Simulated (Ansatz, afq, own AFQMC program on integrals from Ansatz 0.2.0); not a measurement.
**AlGeH$_{3}$, singlet in cc-pVDZ along one coordinate**

```xyz
5

Ge   -0.0422    0.0000    0.6623
Al    0.0200    0.0000   -1.8257
H     0.7497   -1.0660   -0.3437
H     0.7497    1.0660   -0.3437
H     1.0071    0.0000    1.8288
```

The Ge1–H5 distance is changed with both sides rigid. Energies in mEh count from this geometry (1.569 Å) at the same level; the start stands on RHF, each point on the determinant named.

Basis cc-pVDZ. Noble-gas cores (and the filled d shells of Ga–Kr and In–Xe) are frozen. Integrals, coupled cluster, full CI and functionals: Ansatz 0.2.0; the random walks run on the same integrals in our own AFQMC program. ph-AFQMC/CISD is guided by a CISD state made of CCSD amplitudes; releasing the constraint for a short imaginary time cuts its bias at the price of noise, slowly where states lie close. ± is one standard error of the sampling. No spin–orbit coupling.

Cautions, each for one point or more: (T) is large; CCSDT(Q) on the UHF determinant differs, by its state or its frozen core; higher spins were not checked; inner d shell frozen; no relativity below Rb; no spin-orbit coupling; released walk and highest rung disagree; restricted determinant unstable towards unrestricted; strong correlation.

```json
{"r(Ge1–H5) / Å": "1.428", "det.": "RHF", "T1": "0.017", "weight": "0.85", "CCSD(T)": "7.4", "ph-AFQMC/CISD": "7.7 ± 0.5", "released AFQMC": "8.1 ± 0.9*", "CCSDT(Q)": "7.4", "B2PLYP": "7.0", "r2SCAN": "6.8"}
{"r(Ge1–H5) / Å": "1.768", "det.": "RHF", "T1": "0.019", "weight": "0.85", "CCSD(T)": "7.3", "ph-AFQMC/CISD": "7.2 ± 0.6", "released AFQMC": "8.4 ± 0.8*", "CCSDT(Q)": "7.2", "B2PLYP": "7.6", "r2SCAN": "7.4"}
{"r(Ge1–H5) / Å": "2.923", "det.": "RHF¶", "T1": "0.057", "weight": "0.70", "CCSD(T)": "83.8", "ph-AFQMC/CISD": "88.0 ± 0.9", "released AFQMC": "87.4 ± 1.1*", "CCSDT(Q)": "83.8", "B2PLYP": "89.7§", "r2SCAN": "84.5§"}
```

Weight is that of the determinant in the CISD state; at the start T1 is 0.018 and the weight 0.85. ¶ marks points with a poor determinant and no full CI, where no value is sure; they don't count among the departures. An asterisk marks released energies that aren't shown to be converged. § marks a functional whose ⟨S²⟩ is too high by over 0.1. Largest departures from CCSDT(Q), at the points where its series has closed: CCSD(T) 0.1 mEh at 1.768 (on RHF), ph-AFQMC/CISD 0.2 mEh at 1.428 (on RHF) (within the noise), B2PLYP -0.4 mEh at 1.428, r2SCAN -0.6 mEh at 1.428. Functionals count only at points shown to share the start's state and spin. In this small basis the wave-function levels are far from their limit, so their gap to the functionals isn't the functionals' error.

Some points may be missing: those where a free walk finds a much lower state, and past Zn most of those on another determinant than at the start.

A walk keeps the symmetry of its determinant, which the program's search chose and which needn't be the lowest solution, so a lower state of the same spin and another symmetry isn't excluded.
